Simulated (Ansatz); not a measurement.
A calculation with Ansatz (development build ahead of 0.2.0).

```yaml
crystal:
  periodic: [false, false, false]
  atoms:
    - { symbol: Mg, position_ang: [0.0, 0.0, 0.0] }
    - { symbol: S, position_ang: [0.0, 0.0, 2.3573] }
basis:
  gaussian: { orbitals: def2-SVP }
hamiltonian:
  xc: hf
correlation:
  method: mp2
  frozen_orbitals: { Mg: 1, S: 5 }
scf:
  omitted_lower_state_checks: [stability, starts, atomic_configurations, cluster_reference, orbital_swaps, given_window_search, neighbouring_geometries, increment]
```

The input is written out in the form of the current development build from the run's settings.

The run gave:

| Quantity | Value |
| --- | --- |
| Converged | yes |
| Reference energy | -596.90152 hartree |
| Correlation energy | -0.16640 hartree |
| Total energy | -597.06792 hartree |
| Spin squared of the determinant | 0.000 |
| Occupied orbitals by symmetry in an Abelian subgroup (alpha; beta) | 8 A1 3 B1 3 B2; 8 A1 3 B1 3 B2 |

Messages of the program:
```
mean field -16242.51784059 eV, -596.9015210676 hartree, gradient 2.7e-6 eV, S^2 0.000000; 0 other ends of a descent, 0 dependent functions left out
```

Caution: an unrestricted determinant lies well below.
